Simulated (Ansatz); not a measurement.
One crystal and one scan (energy against volume) at two levels, PBE (plane waves to 420 eV, PAW, scalar-relativistic; Ansatz, a first-principles code) and r2SCAN (plane waves to 500 eV, PAW, scalar-relativistic; Ansatz), each from its own relaxed cell and on its own mesh. The cell shown is that of PBE.

GaAs (zinc blende)

```
GaAs
1.0
    0.00000     2.87304     2.87304
    2.87304     0.00000     2.87304
    2.87304     2.87304     0.00000
As Ga
1 1
Cartesian
  4.30955   4.30955   4.30955
  0.00000   0.00000   0.00000
```

E(V) scan at fixed shape, V₀ the volume above. Symmetry pins the atoms to their sites.

Energies are smeared free energies. GaAs was relaxed with its symmetry unable to fall. The PAW data are Ansatz's earlier set. Both scans cover V/V₀ from 0.900 to 1.100.

ΔE (meV/atom), each from the relaxed starting cell of its own level:

```tsv
V/V₀	PBE	r2SCAN
0.900	54.8	62.5
0.917	36.8	42.0
0.933	22.7	26.0
0.950	12.3	14.2
0.967	5.3	6.1
0.983	1.3	1.5
1.000	0.0	0.0
1.017	1.2	1.4
1.033	4.6	5.4
1.050	10.1	11.7
1.067	17.5	20.2
1.083	26.5	30.7
1.100	37.2	withheld
```

Task: Estimate the r2SCAN value at 1.100 from the PBE value there and the ratio of the two levels in the two nearest given rows on that side of the minimum.

Result: At 1.083 and 1.067 the ratio r2SCAN/PBE averages 1.156, which gives 1.156 × 37.2 = 43.0 meV/atom. The calculation gives 42.9 meV/atom, +15.3 % against PBE.

(Under strain, the slope of the energy per volume gives the stress and its curvature an elastic modulus.)
